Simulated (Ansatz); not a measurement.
# CH8Si2: the cost of one run

Program: Ansatz 0.2.0, Gaussian basis. Level of theory: PBE0-D4/def2-TZVP structures, single points in def2-TZVPP, no counterpoise correction. These are calculated values, not measurements.

Levels: SPW92, PBE-D4, BLYP-D4, r2SCAN-D4, B97M-V, PBE0-D4, B3LYP-D4, r2SCAN0-D4, BHLYP-D4, CAM-B3LYP-D4, wB97X-V, wB97M-V, B2PLYP, PBE-QIDH, RPA on PBE, Hartree-Fock, MP2, CCSD, CCSD(T).

Correlated methods freeze the cores. B3LYP uses VWN-RPA correlation. B2PLYP carries no dispersion term here.

94 further runs of the same task are left out: 94 set aside as unsound or not needed.

### Step 1. Where the work starts

The complex: 13 atoms, charge 0, spin multiplicity 1.

Atoms are counted from 1 here; the program's logs count them from 0.

Bond lengths: Si1–H3 1.490 Å, Si1–H4 1.491 Å, Si1–Si5 2.341 Å, Si1–C7 1.876 Å, H2–H6 0.746 Å, Si5–H8 1.490 Å, Si5–H9 1.490 Å, Si5–H10 1.488 Å, C7–H11 1.092 Å, C7–H12 1.092 Å, C7–H13 1.092 Å. Angles: H3–Si1–H4 107.4°, H3–Si1–Si5 108.9°, H3–Si1–C7 110.3°, H4–Si1–Si5 108.4°, H4–Si1–C7 110.1°, Si5–Si1–C7 111.7°, Si1–Si5–H8 110.4°, Si1–Si5–H9 110.8°, Si1–Si5–H10 111.1°, H8–Si5–H9 107.8°, H8–Si5–H10 108.3°, H9–Si5–H10 108.2°, Si1–C7–H11 110.8°, Si1–C7–H12 110.8°, Si1–C7–H13 110.7°, H11–C7–H12 108.2°, H11–C7–H13 108.2°, H12–C7–H13 108.2°.

Geometry (Å):

| atom | x (Å) | y (Å) | z (Å) |
| --- | --- | --- | --- |
| Si1 | -0.79133 | 0.72316 | 0.18801 |
| H2 | 0.09290 | -2.82540 | -0.23950 |
| H3 | -1.88410 | -0.24726 | 0.47984 |
| H4 | -1.30490 | 2.08408 | 0.51539 |
| Si5 | 1.02487 | 0.26305 | 1.59152 |
| H6 | -0.52417 | -2.96456 | -0.63581 |
| C7 | -0.30684 | 0.63488 | -1.62260 |
| H8 | 2.12137 | 1.24466 | 1.36122 |
| H9 | 1.56815 | -1.09836 | 1.32573 |
| H10 | 0.62601 | 0.33425 | 3.02359 |
| H11 | 0.05884 | -0.36189 | -1.87766 |
| H12 | 0.48277 | 1.35514 | -1.84746 |
| H13 | -1.16367 | 0.85825 | -2.26217 |

Its parts: CH₈Si₂ holds atoms 1, 3, 4, 5, 7, 8, 9, 10, 11, 12, 13; H₂ holds atoms 2, 6. Each part counts its atoms afresh in its own runs.

### Step 2. Relaxing CH₈Si₂ alone

relax-a/in.yaml reads:

```yaml
crystal:
  periodic: [false, false, false]
  atoms:
    - {symbol: Si, position_ang: [-0.791329, 0.723158, 0.188013]}
    - {symbol: H, position_ang: [-1.884104, -0.247264, 0.479840]}
    - {symbol: H, position_ang: [-1.304905, 2.084079, 0.515389]}
    - {symbol: Si, position_ang: [1.024867, 0.263054, 1.591517]}
    - {symbol: C, position_ang: [-0.306838, 0.634882, -1.622602]}
    - {symbol: H, position_ang: [2.121371, 1.244664, 1.361222]}
    - {symbol: H, position_ang: [1.568155, -1.098362, 1.325725]}
    - {symbol: H, position_ang: [0.626005, 0.334246, 3.023589]}
    - {symbol: H, position_ang: [0.058839, -0.361893, -1.877665]}
    - {symbol: H, position_ang: [0.482774, 1.355141, -1.847455]}
    - {symbol: H, position_ang: [-1.163672, 0.858255, -2.262169]}
basis:
  gaussian: {orbitals: def2-TZVP}
hamiltonian: {xc: pbe0, dispersion: d4}
relax: {f_tol: 0.005, max_steps: 200}
```

Run with:

```
$ ansatz run in.yaml --threads 4 --pin off --events-out ev --progress --plain --max-ram 9574MiB
```

**Question.** How long does this run take on 4 threads of Intel Xeon at 2.50GHz, shared host, and how much memory does it need?

About 19 s, with a peak of 0.52 GiB.
